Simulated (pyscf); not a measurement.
Structures and frequencies: ωB97X-D3(BJ)/def2-SVP in PySCF.

### Question
For the elementary gas-phase step `[SiH3][SiH2][PH2]` + `[H]` [doublet] → `[SiH3][SiH2][PH]` [doublet] + `[H][H]` (doublet surface; H–P broken, H–H formed), what barrier and reaction energy does ωB97M-D3(BJ)/def2-TZVP give, measured from the separated reactants?

### Answer
ΔE‡ = 2.8 kcal/mol, ΔE = -21.8 kcal/mol. Zero-point energy shifts the barrier by -0.3 kcal/mol. It is a hydrogen abstraction, with an imaginary mode of 726i cm⁻¹. H₃Si–SiH₂–PH₂ lies 5.7 kcal/mol over its isomer H₃Si–PH–SiH₃ (electronic energy, ωB97M-D3(BJ)). H₃Si–SiH₂–PH• lies 6.4 kcal/mol over its isomer H₃Si–P•–SiH₃ (electronic energy, ωB97M-D3(BJ)). This is the saddle that the search found; another between the same sides may lie lower. The angle at the transferred H is 169°.
